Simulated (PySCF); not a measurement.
Compound: dimethyl sulfoxide, C₂H₆OS.
InChI=1S/C2H6OS/c1-4(2)3/h1-2H3

Computed with TDDFT CAM-B3LYP/def2-SVPD, vertical, gas phase, core orbitals frozen in the response in PySCF 2.14.0, density-fitted response routines. Geometry: GFN2-xTB; no solvent, vibrations or thermal averaging.

```csv
state,E (eV),λ (nm),ν̃ (cm⁻¹),f,|μ| (D),"main configurations (H = HOMO, L = LUMO)"
S1,6.06,204.8,48840,0.013,0.76,"H→L+2 (54%), H→L+3 (16%)"
S2,6.06,204.6,48880,0.060,1.62,H→L+1 (75%)
S3,6.49,191.0,52350,0.020,0.90,"H→L (79%), H→L+6 (8%)"
S4,7.03,176.3,56730,0.093,1.87,"H→L+3 (55%), H→L+2 (23%)"
S5,7.11,174.4,57330,0.0000,0.01,"H-1→L+2 (58%), H-1→L+3 (23%), H-1→L+6 (10%)"
S6,7.41,167.4,59730,0.041,1.21,"H-1→L+1 (48%), H→L+4 (21%), H→L+2 (9%)"
S7,7.55,164.1,60920,0.0036,0.35,"H-1→L (52%), H→L+5 (32%)"
S8,7.58,163.6,61140,0.077,1.63,"H→L+4 (63%), H-1→L+1 (26%)"
```

Triplets (Tamm–Dancoff): T1 5.23 eV, H→L+1 (68%), H→L+5 (16%), H→L+7 (11%); T2 5.36 eV, H→L+2 (52%), H→L+3 (19%), H→L+6 (15%); T3 6.26 eV, H→L (75%), H→L+6 (8%).

The lowest singlet lies at 6.06 eV (205 nm, ultraviolet) and is weak; its leading configuration is HOMO→LUMO+2 (54%). The most intense listed level is S4 at 7.03 eV (176 nm, f = 0.093), 0.98 eV above S1. S1/S2 lie within about 0.01 eV of each other. Löwdin shares by element: HOMO oxygen 50%, sulfur 32%, carbon 15%; LUMO sulfur 34%, carbon 27%, hydrogen 10% or more (atoms not listed hold the other 29%). Of the 8 states listed, 6 reach f = 0.01 and 1 stays under 0.0005. Orbital energies (eV): HOMO-3 -12.65, HOMO-2 -11.90, HOMO-1 -9.29, HOMO -8.16, LUMO 1.10, LUMO+1 1.26, LUMO+2 1.50. The oscillator strengths of these states sum to 0.309; summed over the whole spectrum of an exact calculation they would give the number of electrons, 42 (Thomas–Reiche–Kuhn). Singlets were solved by full linear response, triplets in the Tamm–Dancoff approximation.

On one thread of an Arm Neoverse V1, shared host, this took 11 s wall.
